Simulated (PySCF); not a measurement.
Li2, SMILES [Li][Li]. Coordinates come from a B3LYP-D3(BJ)/def2-TZVPD optimisation.

**Question.** Give the equilibrium geometry at B3LYP-D3(BJ)/def2-TZVPD (PySCF confirms it by a frequency run) as bond lengths and angles, and its point group. (The exact figures need the calculation; the answer reports its results.)

**Answer.** point group D∞h.
Atoms: Li1 Li2. Bonded distances (Å): Li1–Li2 2.721.
Charge 0, spin multiplicity 1.
